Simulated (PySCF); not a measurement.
Spin–spin coupling constants

Geometry:
```tsv
atom	x (Å)	y (Å)	z (Å)
C1	-2.975	-0.388	-0.245
C2	-1.732	0.410	0.128
C3	-0.457	-0.370	-0.169
O4	0.653	0.416	0.192
C5	1.886	-0.222	-0.048
C6	3.014	0.703	0.379
H7	-2.973	-0.626	-1.306
H8	-3.872	0.184	-0.022
H9	-3.013	-1.320	0.315
H10	-1.747	0.658	1.190
H11	-1.703	1.346	-0.432
H12	-0.407	-0.624	-1.241
H13	-0.449	-1.317	0.397
H14	1.933	-1.168	0.516
H15	1.977	-0.466	-1.119
H16	2.963	1.631	-0.182
H17	3.972	0.225	0.197
H18	2.923	0.933	1.437
```

Couplings: B3LYP/pcJ-1 (without the spin–dipole term) in PySCF 2.14, geometry GFN2-xTB; gas phase, one conformer, non-relativistic. Couplings are averaged over pairs made equivalent by symmetry, fast rotation or ring inversion, so a value needn't be that of the named pair in this geometry, while other rotamers aren't included; one pair stands for each set, and the list holds a selection of those of at least 1.5 Hz over up to four bonds, among pairs with at least one C or H atom (others weren't computed).

Isotopes: 13C, 1H, 17O. Couplings to quadrupolar nuclei such as 17O and 33S are rarely resolved in practice.

```tsv
pair	bonds	J (Hz)
C1, C2	1	34.0
C1, H7	1	?
C2, C3	1	39.5
C2, H10	1	135.1
C3, O4	1	23.4
C3, H12	1	142.5
O4, C5	1	23.3
C5, C6	1	?
C5, H14	1	142.9
C6, H16	1	133.0
C2, O4	2	-9.8
C2, H12	2	-2.1
O4, C6	2	-9.9
O4, H12	2	?
H10, H11	2	?
H14, H15	2	?
H16, H17	2	-13.3
C1, O4	3	-4.5
C1, H12	3	1.6
C2, C5	3	?
C3, C6	3	5.5
C3, H14	3	2.2
O4, H10	3	-1.7
H10, H12	3	12.6
H10, H13	3	?
H14, H16	3	?
```

Q: Estimate the withheld couplings, with signs.

A: 
- 1J(C1,H7) = 131.6 Hz (bond length 1.088 Å, sp3 carbon)
- 1J(C5,C6) = 39.5 Hz (bond length 1.520 Å)
- 2J(O4,H12) = -3.1 Hz (angle at C3 110°)
- 2J(H10,H11) = -12.8 Hz (angle at C2 108°)
- 2J(H14,H15) = -8.4 Hz (angle at C5 108°)
- 3J(C2,C5) = 5.5 Hz (dihedral angle 180°)
- 3J(H10,H13) = 4.8 Hz (dihedral angle 62°)
- 3J(H14,H16) = 7.3 Hz (mean over equivalent pairs that range from 2.2 to 14.6 Hz in this conformer)
